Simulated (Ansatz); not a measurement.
**SiB₂H₆ (SMILES B[SiH2]B): one structure at several levels**

One table from this session's results is given with a row withheld; the runs are named, their logs left out.

Method: single points in def2-TZVPP; program: Ansatz 0.2.0, Gaussian basis.

Cores are frozen in the correlated methods.

### Starting geometry

SMILES `B[SiH2]B`, 9 atoms, charge 0, spin multiplicity 1.

Atoms are counted from 1 here; the program's logs count them from 0.

Bond lengths: B1–Si2 1.978 Å, B1–H4 1.289 Å, B1–H5 1.121 Å, Si2–B3 2.010 Å, Si2–H6 1.366 Å, Si2–H7 1.628 Å, B3–H8 1.260 Å, B3–H9 1.073 Å. Angles: Si2–B1–H4 130.1°, Si2–B1–H5 124.3°, H4–B1–H5 104.2°, B1–Si2–B3 105.8°, B1–Si2–H6 103.0°, B1–Si2–H7 104.8°, B3–Si2–H6 119.3°, B3–Si2–H7 112.2°, H6–Si2–H7 110.2°, Si2–B3–H8 120.5°, Si2–B3–H9 114.5°, H8–B3–H9 124.5°.

Coordinates:

```xyz
9

B    -0.9461    0.5508   -1.1969
Si    0.6529    0.4872   -0.0340
B     0.3456   -1.0404    1.2349
H    -1.2782   -0.1960   -2.1935
H    -1.8849    1.1119   -0.9496
H     0.7269    1.7602    0.4569
H     1.8942    0.2043   -1.0492
H     0.6775   -2.2134    0.9160
H    -0.2188   -0.7853    2.1111
```

Set-up of the first run:

Input file run/in.yaml:

```yaml
crystal:
  periodic: [false, false, false]
  atoms:
    - {symbol: B, position_ang: [-0.946100, 0.550800, -1.196900]}
    - {symbol: Si, position_ang: [0.652900, 0.487200, -0.034000]}
    - {symbol: B, position_ang: [0.345600, -1.040400, 1.234900]}
    - {symbol: H, position_ang: [-1.278200, -0.196000, -2.193500]}
    - {symbol: H, position_ang: [-1.884900, 1.111900, -0.949600]}
    - {symbol: H, position_ang: [0.726900, 1.760200, 0.456900]}
    - {symbol: H, position_ang: [1.894200, 0.204300, -1.049200]}
    - {symbol: H, position_ang: [0.677500, -2.213400, 0.916000]}
    - {symbol: H, position_ang: [-0.218800, -0.785300, 2.111100]}
basis:
  gaussian: {orbitals: def2-TZVPP}
correlation: {method: ccsd_t}
output: {forces: true}
```

No record of the launch command was kept for these runs.

Steps of the session up to this table: CCSD(T)/def2-TZVPP; PBE0-D4/def2-TZVPP; wB97M-V/def2-TZVPP; r2SCAN-D4/def2-TZVPP; PBE-D4/def2-TZVPP; B97M-V/def2-TZVPP; BLYP-D4/def2-TZVPP.

One table of the session follows, with a row left open; its other results are not shown here.

```
   method  RMS force component (eV/Å)  angle to CCSD(T) forces (°)  dipole (D)
  CCSD(T)                       1.784                    reference        0.91
  PBE0-D4                       1.788                          2.4        0.86
  wB97M-V                       1.752                          2.1        0.94
r2SCAN-D4                       1.771                          2.5        0.85
   PBE-D4                           ?                            ?           ?
   B97M-V                       1.708                          3.2        0.96
  BLYP-D4                       1.726                          2.4        0.86
```

**Question.** Estimate the row for PBE-D4.

The run gave: RMS force component (eV/Å): 1.776; angle to CCSD(T) forces (°): 4.8; dipole (D): 0.79. In the column «RMS force component (eV/Å)» it lies between r2SCAN-D4 (1.771) and CCSD(T) (1.784).
